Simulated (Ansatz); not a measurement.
## SiOC, triplet in cc-pVTZ: errors against UCCSDT(Q)

Geometry: that of the SiOC, singlet, kept fixed.

```xyz
3

C     0.0000    0.0000   -1.3980
O     0.0000    0.0000   -0.2304
Si    0.0000    0.0000    1.6284
```

Basis cc-pVTZ; Ansatz 0.2.0. Only valence electrons are correlated (noble-gas cores frozen), which leaves 14 electrons in 87 orbitals. Prefix R: restricted or restricted open-shell reference; prefix U: unrestricted. Active spaces: valence = (14e, 12o) chosen from the atoms' valence shells.

Full CI isn't at hand for all of this; UCCSDT(Q) serves as the reference, and is uncertain by about the last step of the cluster series. The frozen core follows each run's orbitals, which can shift R against U totals by a few meV.

```
UHF ⟨S²⟩                          : 2.071
T1 diagnostic (RCCSD)             : 0.0384
largest doubles amplitude (RCCSD) : 0.055
T1 diagnostic (UCCSD)             : 0.0345
```

| level | E − E(RHF) (eV) |
| --- | --- |
| UHF | -0.2126 |
| RMP2 | -11.7946 |
| UMP2 | -11.7426 |
| RCCSD | -12.3006 |
| UCCSD | -12.3096 |
| RCCSD(T) | -12.9442 |
| UCCSD(T) | -12.9409 |

Problem. Estimate how far UCCSDT(Q) in cc-pVTZ lies from RCCSD(T). The table doesn't fix it; the size of (T) and the diagnostics are the guide.

Solution. UCCSDT(Q) in cc-pVTZ lies 1.75 kcal/mol below RCCSD(T), which is 12 % of the (T) step (-14.84 kcal/mol). T1 is raised, but (T) still catches most of what CCSD lacks. The miss exceeds 1 kcal/mol.

The other levels:

```
                 level  E − E(UCCSDT(Q)) (kcal/mol)  share of correlation (%)     wall time
               BCCD(T)                         1.69                     99.44  9.1 s (H100)
                RCCSDT                         1.11                     99.63             –
                UCCSDT                         1.08                     99.64             –
             RCCSDT(Q)                         0.29                     99.90   89 s (H100)
CASSCF (valence space)                       199.75                     33.47             –
NEVPT2 (valence space)                        47.83                     84.07   92 s (H100)
```

The correlation energy at UCCSDT(Q), counted from RHF, is -13.020 eV. That run took 90 s on 2 threads of AMD EPYC 7R13 with a shared H100 80 GB, shared host.

Times hold each run's SCF and search for its determinant on a shared host, so for small cases they say little of a method's own cost.

Natural occupations of CASSCF (valence space) about the gap: 1.993 1.986 1.978 1.957 1.957 1.000 1.000 0.047 0.047 0.021; effectively unpaired electrons, Σ n²(2−n)², 2.04.
